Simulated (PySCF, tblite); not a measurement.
# C2H6OS: changes of charge, electronic excitations, EPR parameters, part 2 of 2

tblite 0.8.0 and PySCF 2.14.0. Atoms count from 0.

## Step 12: Single point (C₂H₆OS): wB97X-D3(BJ)/ma-def2-TZVP

Geometry: PBE0-D3(BJ)/def2-SVP, that of another charge or spin state.

Job settings and geometry (Å):

```
{"job": {"kind": "sp", "xc": "wB97X", "basis": "ma-def2-TZVP", "d3": "d3bj", "grid": 2}, "charge": 0, "multiplicity": 1}
C     -1.046091     0.882609    -0.558680
S     -0.480843    -0.385048     0.561701
C      1.165124    -0.902219     0.107394
O     -0.517540     0.097309     1.976183
H     -1.114160     0.437646    -1.562300
H     -0.336470     1.723323    -0.524406
H     -2.040997     1.183057    -0.197438
H      1.823769    -0.020330     0.111103
H      1.471045    -1.634880     0.869013
H      1.107284    -1.371892    -0.885522
```

The log of the run:

```text
coarse grid: 8608 points
cycle   1  E = -553.1847500151  dE =  6.603e-01  |g| = 8.728e-01  |ddm| = 2.222e+00
cycle   2  E = -552.9967620627  dE =  1.880e-01  |g| = 1.367e+00  |ddm| = 1.981e+00
cycle   3  E = -553.3459779845  dE = -3.492e-01  |g| = 4.983e-02  |ddm| = 1.268e+00
cycle   4  E = -553.3467499397  dE = -7.720e-04  |g| = 1.627e-02  |ddm| = 9.369e-02
cycle   5  E = -553.3468303794  dE = -8.044e-05  |g| = 4.766e-03  |ddm| = 3.138e-02
cycle   6  E = -553.3468383978  dE = -8.018e-06  |g| = 1.607e-03  |ddm| = 1.186e-02
final grid: 77608 points
cycle   7  E = -553.3470928129  dE = -2.884e-05  |g| = 4.840e-03  |ddm| = 2.274e-02
cycle   8  E = -553.3470927064  dE =  1.066e-07  |g| = 5.064e-03  |ddm| = 6.549e-03
cycle   9  E = -553.3470972564  dE = -4.550e-06  |g| = 8.690e-04  |ddm| = 3.526e-03
cycle  10  E = -553.3470973857  dE = -1.293e-07  |g| = 1.612e-04  |ddm| = 7.447e-04
cycle  11  E = -553.3470973941  dE = -8.401e-09  |g| = 3.111e-05  |ddm| = 2.968e-04
converged SCF energy = -553.3470973941
```

Run time: 7 s. Hardware: 1 thread of Arm Neoverse V1, shared host; peak memory 0.6 GiB.

## Step 13: Single point (C₂H₆OS+ (doublet), C[S+](C)=O): wB97X-D3(BJ)/ma-def2-TZVP

Geometry: PBE0-D3(BJ)/def2-SVP.

The job, as its differences from that of step 12:

```diff
@@ -1,2 +1,2 @@
-{"job": {"kind": "sp", "xc": "wB97X", "basis": "ma-def2-TZVP", "d3": "d3bj", "grid": 2}, "charge": 0, "multiplicity": 1}
+{"job": {"kind": "sp", "xc": "wB97X", "basis": "ma-def2-TZVP", "d3": "d3bj", "grid": 2}, "charge": 1, "multiplicity": 2}
 C     -1.046091     0.882609    -0.558680
```

The log of the run:

```text
final grid: 77608 points
cycle   1  E = -553.0028782607  dE = -2.324e-02  |g| = 3.117e-01  |ddm| = 4.898e-01
cycle   2  E = -552.9815972762  dE =  2.128e-02  |g| = 3.952e-01  |ddm| = 3.679e-01
cycle   3  E = -553.0362971746  dE = -5.470e-02  |g| = 4.966e-02  |ddm| = 2.301e-01
cycle   4  E = -553.0374168812  dE = -1.120e-03  |g| = 9.883e-03  |ddm| = 3.547e-02
cycle   5  E = -553.0375818704  dE = -1.650e-04  |g| = 6.081e-03  |ddm| = 1.906e-02
cycle   6  E = -553.0376486762  dE = -6.681e-05  |g| = 3.320e-03  |ddm| = 1.134e-02
cycle   7  E = -553.0376787054  dE = -3.003e-05  |g| = 1.261e-03  |ddm| = 9.376e-03
cycle   8  E = -553.0376846962  dE = -5.991e-06  |g| = 4.953e-04  |ddm| = 4.755e-03
cycle   9  E = -553.0376852607  dE = -5.645e-07  |g| = 1.501e-04  |ddm| = 1.423e-03
cycle  10  E = -553.0376853200  dE = -5.930e-08  |g| = 6.083e-05  |ddm| = 4.609e-04
cycle  11  E = -553.0376853322  dE = -1.218e-08  |g| = 2.608e-05  |ddm| = 1.884e-04
cycle  12  E = -553.0376853342  dE = -1.962e-09  |g| = 1.090e-05  |ddm| = 7.520e-05
converged SCF energy = -553.0376853342
```

It took 17 s on 1 thread of Arm Neoverse V1, shared host; peak memory 0.67 GiB.

## Step 14: Single point (C2H6OS): wB97X-D3(BJ)/ma-def2-TZVP in dimethylsulfoxide

Geometry: PBE0-D3(BJ)/def2-SVP.

Job settings and geometry (Å):

```
{"job": {"kind": "sp", "xc": "wB97X", "basis": "ma-def2-TZVP", "d3": "d3bj", "grid": 2, "solvent": "dimethylsulfoxide"}, "charge": 0, "multiplicity": 1}
C     -1.351625     0.151610    -0.187246
S     -0.060254    -0.755429     0.711146
C      1.340668    -0.154241    -0.275714
O      0.059179    -0.092297     2.052181
H     -1.425826    -0.199833    -1.226675
H     -1.119936     1.225587    -0.137769
H     -2.291023    -0.047292     0.345795
H      1.359990     0.943609    -0.215089
H      2.244434    -0.565195     0.194061
H      1.264417    -0.501402    -1.316407
```

The log of the run:

```text
final grid: 77608 points
cycle   1  E = -553.3749356482  dE = -2.324e-03  |g| = 5.039e-02  |ddm| = 2.053e-01
cycle   2  E = -553.3749545949  dE = -1.895e-05  |g| = 6.071e-02  |ddm| = 6.764e-02
cycle   3  E = -553.3755857364  dE = -6.311e-04  |g| = 5.721e-03  |ddm| = 3.413e-02
cycle   4  E = -553.3756128837  dE = -2.715e-05  |g| = 1.613e-03  |ddm| = 2.062e-02
cycle   5  E = -553.3756143602  dE = -1.477e-06  |g| = 5.016e-04  |ddm| = 4.721e-03
cycle   6  E = -553.3756144883  dE = -1.281e-07  |g| = 1.536e-04  |ddm| = 1.278e-03
cycle   7  E = -553.3756145080  dE = -1.965e-08  |g| = 3.730e-05  |ddm| = 6.799e-04
cycle   8  E = -553.3756145095  dE = -1.459e-09  |g| = 1.106e-05  |ddm| = 1.546e-04
converged SCF energy = -553.3756145095
```

It took 7.9 s on 1 thread of Arm Neoverse V1, shared host; peak memory 0.67 GiB.

## Step 15: Single point (C₂H₆OS+ (doublet), C[S+](C)=O): wB97X-D3(BJ)/ma-def2-TZVP in dimethylsulfoxide

Geometry: PBE0-D3(BJ)/def2-SVP.

Job settings and geometry (Å):

```
{"job": {"kind": "sp", "xc": "wB97X", "basis": "ma-def2-TZVP", "d3": "d3bj", "grid": 2, "solvent": "dimethylsulfoxide"}, "charge": 1, "multiplicity": 2}
C     -1.046091     0.882609    -0.558680
S     -0.480843    -0.385048     0.561701
C      1.165124    -0.902219     0.107394
O     -0.517540     0.097309     1.976183
H     -1.114160     0.437646    -1.562300
H     -0.336470     1.723323    -0.524406
H     -2.040997     1.183057    -0.197438
H      1.823769    -0.020330     0.111103
H      1.471045    -1.634880     0.869013
H      1.107284    -1.371892    -0.885522
```

The log of the run:

```text
final grid: 77608 points
cycle   1  E = -553.1385608402  dE = -1.270e-03  |g| = 3.871e-02  |ddm| = 1.264e-01
cycle   2  E = -553.1383783226  dE =  1.825e-04  |g| = 4.768e-02  |ddm| = 4.835e-02
cycle   3  E = -553.1392021544  dE = -8.238e-04  |g| = 5.028e-03  |ddm| = 2.439e-02
cycle   4  E = -553.1392389220  dE = -3.677e-05  |g| = 2.857e-03  |ddm| = 7.608e-03
cycle   5  E = -553.1392587628  dE = -1.984e-05  |g| = 1.499e-03  |ddm| = 6.201e-03
cycle   6  E = -553.1392671936  dE = -8.431e-06  |g| = 5.552e-04  |ddm| = 5.085e-03
cycle   7  E = -553.1392685379  dE = -1.344e-06  |g| = 1.109e-04  |ddm| = 2.714e-03
cycle   8  E = -553.1392685698  dE = -3.187e-08  |g| = 4.916e-05  |ddm| = 3.889e-04
cycle   9  E = -553.1392685741  dE = -4.314e-09  |g| = 2.024e-05  |ddm| = 1.169e-04
converged SCF energy = -553.1392685741
```

Wall time 14 s (1 thread of Arm Neoverse V1, shared host); peak memory 0.67 GiB.

## Step 16: Changes of charge: wB97X-D3(BJ)/ma-def2-TZVP

This step combines the energies above: geometries from PBE0-D3(BJ)/def2-SVP, zero-point and thermal terms from PBE0-D3(BJ)/def2-SVP.

Job settings and geometry (Å):

```
{"job": {"kind": "rx", "dirs": [1], "geom": {"xc": "PBE0", "basis": "def2-SVP", "d3": "d3bj", "grid": 1}, "hess": 1, "level": {"xc": "wB97X", "basis": "ma-def2-TZVP", "d3": "d3bj", "solvents": ["dimethylsulfoxide"]}}, "charge": 0, "multiplicity": 1}
C     -1.351625     0.151610    -0.187246
S     -0.060254    -0.755429     0.711146
C      1.340668    -0.154241    -0.275714
O      0.059179    -0.092297     2.052181
H     -1.425826    -0.199833    -1.226675
H     -1.119936     1.225587    -0.137769
H     -2.291023    -0.047292     0.345795
H      1.359990     0.943609    -0.215089
H      2.244434    -0.565195     0.194061
H      1.264417    -0.501402    -1.316407
```

Output (the driver's rows laid out field by field):

```text
ionisation and electron attachment, wB97X-D3(BJ)/ma-def2-TZVP // PBE0-D3(BJ)/def2-SVP

row 1
  change                  oxidation
  charge                  1
  multiplicity            2
  vertical_ev             9.0366
  vertical_s2             0.759
  formula                 C2H6OS
  smiles                  C[S+](C)=O
  kept                    yes
  pieces                  1
  point_group             Cs
  adiabatic_electronic_ev 8.7717
  adiabatic_ev            8.7596
  free_energy_ev          8.7307
  s2                      0.759
  bonds_moved             0 1 1.816 1.784; 1 2 1.816 1.784; 1 3 1.501 1.495
  spin_on                 3 O 0.595; 1 S 0.295
  charge_moved            3 O 0.427; 1 S 0.193
  vertical_back_ev        8.4195
  relaxation_parent_ev    0.3522
  relaxation_ion_ev       0.2649
  reorganisation_ev       0.6171
  solution                solvent dimethylsulfoxide, absolute_potential_v 6.3903, solvation_parent_kj -40.89, solvation_ion_kj -266.71
```

Run time: 8.4 min. Hardware: 1 thread of Arm Neoverse V1, shared host; peak memory 0.67 GiB.

Energy taken up on oxidation, or given off on reduction (eV; adiabatic with zero-point energy):

```tsv
change	product	vertical	adiabatic	free energy	reorganisation	⟨S²⟩
oxidation (multiplicity 2)	C[S+](C)=O	9.04	8.76	8.73	0.62	0.76
```

On oxidation to multiplicity 2 charge changes most on O3 (+0.43 e), S1 (+0.19 e); the spin sits on O3 (0.59), S1 (0.29); the bond C0–S1 goes from 1.816 to 1.784 Å; the absolute potential is 6.39 V in dimethylsulfoxide.

## Step 17: Electronic excitations: TDDFT CAM-B3LYP/def2-SVPD

Job settings and geometry (Å):

```
{"job": {"kind": "uv", "xc": "CAM-B3LYP", "basis": "def2-SVPD", "nstates": 6, "ntriplets": 0}, "charge": 0, "multiplicity": 1}
C     -1.351625     0.151610    -0.187246
S     -0.060254    -0.755429     0.711146
C      1.340668    -0.154241    -0.275714
O      0.059179    -0.092297     2.052181
H     -1.425826    -0.199833    -1.226675
H     -1.119936     1.225587    -0.137769
H     -2.291023    -0.047292     0.345795
H      1.359990     0.943609    -0.215089
H      2.244434    -0.565195     0.194061
H      1.264417    -0.501402    -1.316407
```

Method: TDDFT CAM-B3LYP/def2-SVPD, vertical, gas phase, core orbitals frozen in the response.

The log of the run:

```text
coarse grid: 8608 points
cycle   1  E = -552.6721667296  dE =  5.427e-01  |g| = 8.491e-01  |ddm| = 3.606e+00
cycle   2  E = -552.2576830060  dE =  4.145e-01  |g| = 1.674e+00  |ddm| = 2.092e+00
cycle   3  E = -552.8260821102  dE = -5.684e-01  |g| = 8.331e-02  |ddm| = 1.422e+00
cycle   4  E = -552.8273371034  dE = -1.255e-03  |g| = 4.837e-02  |ddm| = 1.679e-01
cycle   5  E = -552.8279182952  dE = -5.812e-04  |g| = 6.231e-03  |ddm| = 6.658e-02
cycle   6  E = -552.8279306833  dE = -1.239e-05  |g| = 1.323e-03  |ddm| = 1.175e-02
cycle   7  E = -552.8279313742  dE = -6.908e-07  |g| = 2.754e-04  |ddm| = 3.899e-03
final grid: 77608 points
cycle   8  E = -552.8979666140  dE = -1.492e-05  |g| = 2.574e-03  |ddm| = 2.803e-02
cycle   9  E = -552.8979662075  dE =  4.065e-07  |g| = 3.047e-03  |ddm| = 6.973e-03
cycle  10  E = -552.8979682407  dE = -2.033e-06  |g| = 6.203e-04  |ddm| = 3.063e-03
cycle  11  E = -552.8979683129  dE = -7.220e-08  |g| = 1.162e-04  |ddm| = 5.874e-04
cycle  12  E = -552.8979683165  dE = -3.627e-09  |g| = 2.975e-05  |ddm| = 2.206e-04
cycle  13  E = -552.8979683168  dE = -3.010e-10  |g| = 5.470e-06  |ddm| = 6.584e-05
converged SCF energy = -552.8979683168

Static polarisability (au): isotropic 52.522, principal 45.246 55.252 57.069

Singlet excitations
state   eV       nm        f      main configurations
  1   6.0070    206.4   0.00628   H->L+2 0.45, H->L+3 0.32, H->L+5 0.12
  2   6.1488    201.6   0.05748   H->L+1 0.82, H->L+7 0.10
  3   6.3892    194.1   0.01412   H->L 0.83, H->L+5 0.09
  4   6.9990    177.1   0.09644   H->L+2 0.41, H->L+3 0.40
  5   7.0297    176.4   0.00474   H-1->L+2 0.43, H-1->L+3 0.35, H-1->L+5 0.14
  6   7.4023    167.5   0.03083   H->L+5 0.27, H-1->L+1 0.27, H->L+4 0.20
```

Run time: 11 s. Hardware: 1 thread of Arm Neoverse V1, shared host; peak memory 0.57 GiB.

Frontier orbitals and where they lie:

```tsv
orbital	eV	atoms
HOMO−3	-12.57	C0 25 %, C2 25 %, H6 14 %
HOMO−2	-11.62	O3 44 %, S1 30 %, C2 7 %
HOMO−1	-9.24	O3 68 %, S1 12 %, C0 8 %
HOMO	-8.12	O3 53 %, S1 31 %, C2 7 %
LUMO	1.04	S1 34 %, C0 13 %, C2 13 %
LUMO+1	1.31	S1 56 %, C0 7 %, C2 7 %
LUMO+2	1.57	S1 72 %, O3 7 %
```

With each of the 6 states as a Gaussian band of 0.4 eV half-width at 1/e, the curve within the window shown has maxima at 200 nm (ε 3,000), 176 nm (ε 4,700) L/(mol cm). Beyond the last state computed it falls off for lack of states. The curve at chosen wavelengths:

(nm, ε (L/mol/cm)): (161, 900), (164, 1640), (166, 2245), (169, 3232), (172, 4116), (175, 4618), (177, 4640), (180, 4229), (183, 3529), (185, 3078), (188, 2629), (191, 2530), (194, 2688), (196, 2843), (199, 3007), (202, 2980), (205, 2730), (207, 2462), (210, 1977), (213, 1475), (215, 1167), (218, 779), (221, 490), (224, 292), (226, 201), (229, 110)

Ground-state properties from the same run:

```tsv
property	computed
dipole moment (D)	4.36
polarisability (Å³)	7.78
HOMO–LUMO gap (eV)	9.16
−ε(HOMO) (eV)	8.12
```

## Step 18: EPR parameters (C₂H₆OS+ (doublet), C[S+](C)=O): UKS B3LYP, pcH-1 on C H O S

Job settings and geometry (Å):

```
{"job": {"kind": "epr", "basis": "pcH-1"}, "charge": 1, "multiplicity": 2}
C     -1.046091     0.882609    -0.558680
S     -0.480843    -0.385048     0.561701
C      1.165124    -0.902219     0.107394
O     -0.517540     0.097309     1.976183
H     -1.114160     0.437646    -1.562300
H     -0.336470     1.723323    -0.524406
H     -2.040997     1.183057    -0.197438
H      1.823769    -0.020330     0.111103
H      1.471045    -1.634880     0.869013
H      1.107284    -1.371892    -0.885522
```

Level: UKS B3LYP, pcH-1 on C H O S, non-relativistic, mean-field spin-orbit, GIAO.

The log of the run:

```text
UKS, coarse grid
  cycle   1  E = -552.69510085  |g| = 6.78e-01
  cycle   2  E = -551.50887276  |g| = 1.80e+00
  cycle   3  E = -552.87538720  |g| = 1.62e-01
  cycle   4  E = -552.88145528  |g| = 1.38e-01
  cycle   5  E = -552.88939201  |g| = 3.64e-02
  cycle   6  E = -552.88999276  |g| = 1.31e-02
  cycle   7  E = -552.89009787  |g| = 2.46e-03
  cycle   8  E = -552.89010145  |g| = 6.85e-04
UKS, final grid
  cycle   1  E = -552.89003472  |g| = 5.75e-04
  cycle   2  E = -552.89003475  |g| = 5.44e-04
  cycle   3  E = -552.89003488  |g| = 1.47e-04
  cycle   4  E = -552.89003489  |g| = 6.91e-05
  cycle   5  E = -552.89003489  |g| = 2.24e-05
E = -552.89003489 Eh   <S^2> = 0.7554 (exact 0.7500)
g shifts (ppm)      1          2          3
  rmc          -292       -292       -292
  gc            -12         63         88
  oz_so        -141      10330      13261
  total        -445      10101      13057
hyperfine (MHz)  atom isotope    a_iso     a_fc   dipolar eigenvalues
    0   13C      18.87      18.80     -6.95     -6.10     13.04
    1   33S     108.38     108.68    -34.32    -32.53     66.85
    2   13C      18.87      18.79     -6.96     -6.10     13.07
    3   17O     -31.30     -29.66   -188.33     93.07     95.26
    4    1H      -6.19      -6.20     -4.75     -2.09      6.84
    5    1H      47.90      47.90     -4.53      0.99      3.53
    6    1H      -1.73      -1.75     -4.17     -2.93      7.11
    7    1H      48.10      48.11     -4.52      0.97      3.55
    8    1H      -1.99      -2.01     -4.18     -2.88      7.06
    9    1H      -6.21      -6.22     -4.76     -2.12      6.89
```

Wall time 22 s (1 thread of Arm Neoverse V1, shared host); peak memory 0.54 GiB.

Principal g values 2.00187, 2.01242, 2.01538; g(iso) = 2.00989, against 2.00232 for a free electron.

Mean a(iso) over the nuclei that a row names, and the largest dipolar term of the row (other rows stand at the frozen geometry):

```tsv
nuclei	isotope	a(iso) (MHz)	a(iso) (G, at g = 2.0023)	largest dipolar term (MHz)
S1	33S	108.4	38.7	66.8
O3	17O	-31.3	-11.2	-188.3
C0, C2	13C	18.9	6.7	13.1
H4, H5, H6, H7, H8, H9	1H	13.3	4.8	7.1
```

Mulliken spin populations:

```tsv
atom	value (e)
C0	0.04
S1	0.30
C2	0.04
O3	0.58
H4	0.00
H5	0.02
H6	0.00
H7	0.02
H8	0.00
H9	0.00
```

In first order the couplings over 0.8 MHz of 1H give 7 distinct lines over 28.6 G, if the averaged nuclei exchange fast.

## Step 19: Spectra of the species

Job settings and geometry (Å):

```
{"job": {"kind": "rx", "dirs": [1], "geom": {"xc": "PBE0", "basis": "def2-SVP", "d3": "d3bj", "grid": 1}, "hess": 1, "level": {"xc": "wB97X", "basis": "ma-def2-TZVP", "d3": "d3bj", "solvents": ["dimethylsulfoxide"]}, "spectra": true}, "charge": 0, "multiplicity": 1}
C     -1.351625     0.151610    -0.187246
S     -0.060254    -0.755429     0.711146
C      1.340668    -0.154241    -0.275714
O      0.059179    -0.092297     2.052181
H     -1.425826    -0.199833    -1.226675
H     -1.119936     1.225587    -0.137769
H     -2.291023    -0.047292     0.345795
H      1.359990     0.943609    -0.215089
H      2.244434    -0.565195     0.194061
H      1.264417    -0.501402    -1.316407
```

The log of the run:

```text
uv CS(C)=O +0: TDDFT CAM-B3LYP/def2-SVPD, vertical, gas phase, core orbitals frozen in the response
epr C[S+](C)=O +1: UKS B3LYP, pcH-1 on C H O S, non-relativistic, mean-field spin-orbit, GIAO
```

Run time: 33 s. Hardware: 1 thread of Arm Neoverse V1, shared host; peak memory 0.54 GiB.

This step only lists the spectra that were run on the species above.

## Step 20: Outcome

The summary covers parts 1 to 2.

| quantity | value |
| --- | --- |
| strongest single infrared mode (GFN2-xTB) | 1145 cm⁻¹, 324 km/mol |
| zero-point energy (GFN2-xTB) | 48.6 kcal/mol |
| point group | Cs |
| rotational constants (main isotopes) | 6.95, 6.79, 4.17 GHz |
| ionisation energy (wB97X-D3(BJ)/ma-def2-TZVP) | vertical 9.04 eV, adiabatic 8.76 eV |
| lowest singlet (CAM-B3LYP/def2-SVPD) | 6.01 eV (206 nm), f = 0.006 |
| brightest single state of those computed | state 4, 7.00 eV, f = 0.096 |

No mode is imaginary among the 24: a minimum at this level. The strongest single mode, at 1145 cm⁻¹, moves mainly O3 and S1. GFN2-xTB is a fitted tight-binding method: band positions and strengths are rough. Its intensities can rank the bands wrongly. Relaxing lowered the energy by 0.094 eV in 6 steps; the close pair that moved most is S1–O3, from 1.461 to 1.501 Å (PBE0/def2-SVP). At wB97X-D3(BJ)/ma-def2-TZVP, relaxation with the zero-point term after oxidation moves the energy taken up from 9.04 eV (vertical) to 8.76 eV (adiabatic, with zero-point energy). The first singlet state (HOMO→LUMO+2 0.45, HOMO→LUMO+3 0.32) lies at 6.01 eV and is weak; of the 6 states computed, the strongest absorption comes from state 4 at 7.00 eV.
